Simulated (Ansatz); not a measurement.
**BNH2Cl (SMILES N[B]Cl): the energy, rung by rung**

BNH2Cl: 5 atoms, total charge 0, spin state doublet. As SMILES, `N[B]Cl`. The shape was relaxed beforehand at wB97X-V/def2-SVP. This is one conformer, not always the lowest.

| atom | x (Å) | y (Å) | z (Å) |
| --- | --- | --- | --- |
| N | -0.3379 | 0.4137 | -0.2559 |
| B | -0.1032 | -0.5479 | 0.7135 |
| Cl | 1.3533 | -1.5306 | 0.7812 |
| H | -1.1849 | 0.9691 | -0.2790 |
| H | 0.3226 | 0.6220 | -1.0013 |

Each level gives the dissociation energy of the Cl3–B2 bond into doublet Cl and singlet BNH2 (shapes relaxed at wB97X-V/def2-SVP, no zero-point term) (eV). The values are calculated.

| level | kind | program | value (eV) | CPU time (all runs) |
| --- | --- | --- | --- | --- |
| USVWN5/def2-TZVPP | LDA | Ansatz | 4.78 | 2.6 s |
| UPBE/def2-TZVPP | GGA | Ansatz | 4.23 | 4.5 s |
| U-r2SCAN/def2-TZVPP | meta-GGA | Ansatz | 4.33 | 7.8 s |
| UB3LYP/def2-TZVPP | global hybrid | Ansatz | 3.84 | 5 s |
| U-wB97M-V/def2-TZVPP | range-separated hybrid | Ansatz | 3.82 | 14 s |
| UCAM-B3LYP/def2-TZVPP | range-separated hybrid | Ansatz | 3.89 | 6.2 s |
| RPA@PBE/def2-TZVPP | RPA | Ansatz | 3.30 | 8.9 s |
| UMP2/def2-TZVPP | perturbation theory | Ansatz | 4.11 | 3.6 s |

The values span 3.30 to 4.78 eV. A fragment with an even electron count was run as a singlet and may have a lower triplet. Measured bond enthalpies also hold zero-point and thermal terms, a few tenths of an eV less. In so small a basis fixed costs decide the times, and correlated methods can beat functionals. CPU times are rough (shared hosts, several kinds of processor and program).
